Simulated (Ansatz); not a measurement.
NaIn(IO3)4 (P2₁/c, No. 14; cell taken from a computed entry) was calculated with LDA in Ansatz (PAW).

Numerical settings: plane-wave cutoff 520 eV, 6×8×4 k mesh (along the axes of the cell as run), Fermi–Dirac smearing 0.01 eV, scalar-relativistic PAW data made under PBE.

Cell (relaxed with PBEsol):

```cif
data_I8In2Na2O24
_chemical_formula_sum 'Na2 In2 I8 O24'
_space_group_name_H-M_alt 'P 1'
_space_group_IT_number 1
_cell_length_a 7.12539
_cell_length_b 4.98094
_cell_length_c 15.43798
_cell_angle_alpha 90.000
_cell_angle_beta 101.295
_cell_angle_gamma 90.000
loop_
_space_group_symop_operation_xyz
  'x, y, z'
loop_
_atom_site_label
_atom_site_type_symbol
_atom_site_fract_x
_atom_site_fract_y
_atom_site_fract_z
_atom_site_occupancy
Na1 Na 0.50000 0.00000 0.50000 1
Na2 Na 0.50000 0.50000 0.00000 1
In1 In 0.00000 0.00000 0.50000 1
In2 In 0.00000 0.50000 0.00000 1
I1 I 0.33484 0.42150 0.66375 1
I2 I 0.66516 0.57850 0.33625 1
I3 I 0.66516 0.92150 0.83625 1
I4 I 0.33484 0.07850 0.16375 1
I5 I 0.81921 0.48508 0.64284 1
I6 I 0.18079 0.51492 0.35716 1
I7 I 0.18079 0.98508 0.85716 1
I8 I 0.81921 0.01492 0.14284 1
O1 O 0.26039 0.17560 0.57305 1
O2 O 0.73961 0.82440 0.42695 1
O3 O 0.73961 0.67560 0.92695 1
O4 O 0.26039 0.32440 0.07305 1
O5 O 0.16899 0.30560 0.73345 1
O6 O 0.83101 0.69440 0.26655 1
O7 O 0.83101 0.80560 0.76655 1
O8 O 0.16899 0.19440 0.23345 1
O9 O 0.55575 0.23712 0.71048 1
O10 O 0.44425 0.76288 0.28952 1
O11 O 0.44425 0.73712 0.78952 1
O12 O 0.55575 0.26288 0.21048 1
O13 O 0.79828 0.23384 0.55178 1
O14 O 0.20172 0.76616 0.44822 1
O15 O 0.20172 0.73384 0.94822 1
O16 O 0.79828 0.26616 0.05178 1
O17 O 0.00074 0.70377 0.60616 1
O18 O 0.99926 0.29623 0.39384 1
O19 O 0.99926 0.20377 0.89384 1
O20 O 0.00074 0.79623 0.10616 1
O21 O 0.59757 0.65110 0.59512 1
O22 O 0.40243 0.34890 0.40488 1
O23 O 0.40243 0.15110 0.90488 1
O24 O 0.59757 0.84890 0.09512 1
```

Problem. Predict the band gap, smallest direct gap on the k points sampled and direct gap at Γ.

Solution. 
- band gap: 2.95 eV
- smallest direct gap on the k points sampled: 3.05 eV
- direct gap at Γ: 3.45 eV

Note: cell and atoms aren't relaxed at this level (pressure -3.7 GPa).

Spin–orbit coupling is not included.

Computed values are for the static lattice.

Ansatz is an electronic-structure program.
